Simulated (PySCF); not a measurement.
Compound: C3H5N3.
SMILES: `CN1C=NN=C1`

The closed-shell ground state was solved at several levels (PySCF, density fitting, gas phase, non-relativistic). Geometry: PBE0-D3(BJ)/def2-SVP; no solvent, vibrations or thermal averaging.

| level | basis functions | HOMO (eV) | LUMO (eV) | gap (eV) | dipole (D) |
| --- | --- | --- | --- | --- | --- |
| PBE0/pcSseg-2 | 286 | -7.30 | 0.07 | 7.37 | 6.26 |
| B97-D/pcSseg-2 | 286 | -5.69 | -0.83 | 4.86 | 6.11 |
| KT2/pcSseg-2 | 286 | -5.94 | -0.84 | 5.10 | 6.03 |
| KT3/pcSseg-2 | 286 | -5.95 | -0.87 | 5.08 | 5.96 |
| B3LYP/pcSseg-2 | 286 | -7.04 | -0.21 | 6.83 | 6.26 |

(1) Estimate the row for mPW1PW91/pcSseg-2, a basis of 286 functions; the other rows only guide the guess.

(2) Over all these levels, which gives the widest orbital gap and which the narrowest?

(3) In the pcSseg-2 basis, how does the gap go with the fixed share of exact exchange?

(4) How far do the dipole and the HOMO energy spread over the levels?

## Answers

(1) HOMO -7.34 eV, LUMO 0.05 eV, gap 7.39 eV, dipole 6.26 D.

(2) mPW1PW91/pcSseg-2 (global hybrid, 25 % exact exchange) has the widest, 7.39 eV, and B97-D/pcSseg-2 (GGA) the narrowest, 4.86 eV. From the narrowest to the widest the HOMO moves by -1.65 eV and the LUMO by +0.88 eV.

(3) B97-D (0 %) 4.86 eV; KT3 (0 %) 5.08 eV; KT2 (0 %) 5.10 eV; B3LYP (20 %) 6.83 eV; PBE0 (25 %) 7.37 eV; mPW1PW91 (25 %) 7.39 eV. Each rise in the share widens the gap here.

(4) The dipole runs from 5.96 to 6.26 D (mean 6.15 D) and the HOMO from -7.34 to -5.69 eV.
